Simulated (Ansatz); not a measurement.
Scan of CH₂, triplet: symmetric bend, bond length relaxed. Scanned: H-C-H angle. Other coordinates (C-H bond length) were minimised at PBE0/def2-TZVP.

Calculation: CCSD(T) on UHF/aug-cc-pVQZ, frozen core run with Ansatz (a quantum-chemistry and plane-wave program).

Scanned values (°): 180, 169.60, 161.60, 153.60, 145.60, 137.60, 129.60, 121.60, 113.60, 105.60, 97.60, 89.60, 81.60, 73.60, 65.60.

Question: At which scan points does the profile have its minima and maxima, and how high do they lie?

Answer: Lower than their neighbours: 137.60° (0.0 mEh). Higher than their neighbours: 180° (8.9 mEh, end of the scan), 65.60° (94.7 mEh, end of the scan). The whole profile spans 94.7 mEh.

The scan ran from 180.0 to 60.0; beyond the range shown the relaxed coordinates jump or full CI changes its symmetry label.
